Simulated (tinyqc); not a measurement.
Extended Hueckel theory, for CH4, step by step. One step of it, computed by the program tinyqc.

Task: Mulliken analysis. P = C n C^T; charge = valence electrons (H 1, C 4) minus the sum of (P S)_ii on the atom; overlap population = 2 sum P_ij S_ij between two atoms.

coefficients, order 1C 2s, 1C 2px, 1C 2py, 1C 2pz, 2H 1s, 3H 1s, 4H 1s, 5H 1s:
```
[[0.627118, 0.000000, 0.000000, 0.000000, 0.000000, 0.000000, 0.000000, 1.683760],
 [0.000000, 0.094681, 0.529415, -0.079711, 1.101120, -0.085648, -0.359421, 0.000000],
 [0.000000, -0.401831, 0.016779, -0.365854, 0.368315, 0.164591, 1.089146, 0.000000],
 [0.000000, -0.353788, 0.122625, 0.394202, 0.029381, 1.146542, -0.183201, 0.000000],
 [0.171687, -0.374047, 0.378507, -0.029068, -0.808522, -0.661076, -0.294817, -0.721210],
 [0.171687, 0.481214, 0.220720, -0.061155, -0.379455, 0.753479, 0.682589, -0.721210],
 [0.171687, -0.080772, -0.359516, -0.385030, 0.411154, 0.483502, -0.880241, -0.721210],
 [0.171687, -0.026395, -0.239712, 0.475253, 0.776823, -0.575906, 0.492469, -0.721210]]
```

occupations: [2.000000, 2.000000, 2.000000, 2.000000, 0.000000, 0.000000, 0.000000, 0.000000]

overlap S, order 1C 2s, 1C 2px, 1C 2py, 1C 2pz, 2H 1s, 3H 1s, 4H 1s, 5H 1s:
```
[[1.000000, 0.000000, 0.000000, 0.000000, 0.503382, 0.503382, 0.503382, 0.503382],
 [0.000000, 1.000000, 0.000000, 0.000000, 0.287551, 0.287551, -0.287551, -0.287551],
 [0.000000, 0.000000, 1.000000, 0.000000, 0.287551, -0.287551, 0.287551, -0.287551],
 [0.000000, 0.000000, 0.000000, 1.000000, 0.287551, -0.287551, -0.287551, 0.287551],
 [0.503382, 0.287551, 0.287551, 0.287551, 1.000000, 0.156145, 0.156145, 0.156145],
 [0.503382, 0.287551, -0.287551, -0.287551, 0.156145, 1.000000, 0.156145, 0.156145],
 [0.503382, -0.287551, 0.287551, -0.287551, 0.156145, 0.156145, 1.000000, 0.156145],
 [0.503382, -0.287551, -0.287551, 0.287551, 0.156145, 0.156145, 0.156145, 1.000000]]
```

Give: charges; Overlap populations.

Result:

charges: [-0.1482, 0.0371, 0.0371, 0.0371, 0.0371]

Overlap populations:
```
pair      value
2-1    0.794044
3-1    0.794044
3-2   -0.040721
4-1    0.794044
4-2   -0.040721
4-3   -0.040721
5-1    0.794044
5-2   -0.040721
5-3   -0.040721
5-4   -0.040721
```
